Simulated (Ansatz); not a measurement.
A made-up structure of C2H4, singlet:

```
6
angstrom
C -0.0708 -0.5184 -0.1157
C 0.0709 0.5183 0.1157
H 0.0785 -1.2042 0.7294
H -0.3421 -0.7251 -1.1600
H -0.0786 1.2042 -0.7294
H 0.3422 0.7251 1.1600
```

It is relaxed with PBE-D4/def2-SVP and then PBE0-D4/def2-TZVP (Ansatz 0.2.0). Atoms count as bonded within 1.22 times the sum of their covalent radii (H–H: 0.88 Å). The end point is not checked to be a true minimum.

(1) Does its bonding change? (Judge from chemistry; the calculation decides.)

Answers

(1) By the calculation: No: no bond forms or breaks.

Where it ends: The first stage lowers the energy by 4.26 eV in 6 steps. It ends as C₂H₄ (C=C):
```
6
angstrom
C -0.0874 -0.6399 -0.1428
C 0.0874 0.6399 0.1428
H 0.0320 -1.4127 0.6089
H -0.3575 -0.9691 -1.1405
H -0.0321 1.4127 -0.6089
H 0.3575 0.9691 1.1405
```

For scale, one of the runs: PBE0-D4/def2-TZVP relaxation, 86 basis functions, launched by `ansatz run in.yaml --threads 2 --pin off --events-out ev --progress --plain --max-ram 4352MiB`. The run took about 3.4 s on 2 CPU threads of an Arm Neoverse V1 (shared host).
